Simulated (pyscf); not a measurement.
cyclic CH₅F₃O₃Si₃ (SMILES FC(F)(F)[SiH]1O[SiH2]O[SiH2]O1) + H• -> cyclic CH₅F₃O₃Si₃ (SMILES FC(F)(F)[SiH]1O[SiH2]O[SiH2]O1) + H• (substitution at Si; doublet surface; H–Si broken, H–Si formed). Single points on ωB97X-D3(BJ)/def2-SVP structures (PySCF, gas phase). Energies in kcal/mol from the separated reactants.

```
level                   barrier  reaction energy
----------------------  -------  ---------------
ωB97X-D3(BJ)/def2-TZVP     12.6              0.0
r²SCAN/def2-TZVP            5.9              0.0
B3LYP-D3(BJ)/def2-TZVP      9.2              0.0
PBE0-D3(BJ)/def2-TZVP         …              0.0
M06-2X/def2-TZVP              …              0.0
ωB97M-D3(BJ)/def2-TZVP     12.5              0.0
```

Q: Fill in the missing entries.

A: 
- PBE0-D3(BJ)/def2-TZVP, barrier: 9.3
- M06-2X/def2-TZVP, barrier: 13.6

The functionals in the table span 7.7 kcal/mol in this barrier, from r²SCAN to M06-2X. Abstraction by the radical was not located in this set and often lies lower. One saddle was located; it need not be the lowest between these sides. The angle at the attacked Si is 59° (front-side attack).
